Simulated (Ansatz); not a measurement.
Run this with Ansatz's Python interface and show what comes out.

The script reads `ch4bcl.xyz`:
```text
7

B    -0.65750   -0.05400   -0.61140
C     0.44620   -0.14870    0.45590
Cl    1.28020    1.40220    0.61740
H    -1.31370   -0.93020   -0.87570
H    -0.89350    1.00700   -1.20150
H     1.16430   -0.91450    0.13190
H     0.03530   -0.42970    1.43760
```

The script, `cas_ch4bcl.py`:
```python
"""Active-space calculation on CH4BCl."""

import warnings

import ansatz as az

warnings.simplefilter("ignore", az.DeckWarning)

molecule = az.Crystal.molecule_from_extxyz("ch4bcl.xyz")

model = (
    molecule.calculation()
    .basis(gaussian="def2-SVP")
    .correlation(active_electrons=6, active_orbitals=6)
)
for method in [None]:
    r = (model if method is None else model.correlation(method)).run(threads=1, pin="off").report
    space = r["configurations"]
    state = space["states"][0]
    print(method or "casscf", f"total {r['free_energy_ev'] / 27.211386246:.6f} Ha, active-space state {state['energy']['hartree']:.6f} Ha, mean field {r['reference_energy_ev'] / 27.211386246:.6f} Ha")
    print("  determinants", state["n_determinants"], " natural occupations", [round(n, 3) for n in space["natural_occupations"]])
print("effectively unpaired electrons, sum of min(n, 2 - n):", round(sum(min(n, 2 - n) for n in space["natural_occupations"]), 3))
```

```console
$ python cas_ch4bcl.py
casscf total -524.213237 Ha, active-space state -524.213237 Ha, mean field -524.155588 Ha
  determinants 400  natural occupations [1.981, 1.979, 1.974, 0.027, 0.019, 0.019]
effectively unpaired electrons, sum of min(n, 2 - n): 0.131
```

Notes:
- Total energies depend on the basis set; only differences at equal settings carry meaning.
- The geometry is a force-field or estimated start, not a minimum of this method, and the basis set is short of its limit. The active space starts as a window about the frontier orbitals and is then optimised, not chosen by chemistry.
- Timing: 3.4 s on 1 thread of Arm Neoverse V1, with other jobs on the host, peak memory 0.17 GiB.
